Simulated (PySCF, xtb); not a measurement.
Cl2, SMILES ClCl.

GFN2-xTB (xtb 6.7.1) at its own geometry gives an orbital gap of 3.37 eV and a dipole moment of 0.00 D.

Coordinates come from a PBE0-D3(BJ)/def2-TZVPD optimisation.

Task: What does HF/def2-TZVPD run with PySCF give? (An estimate is asked for; the answer gives what the named calculation found.)

Result: gap 12.75 eV (levels -12.06 and 0.69 eV), dipole 0.00 D.
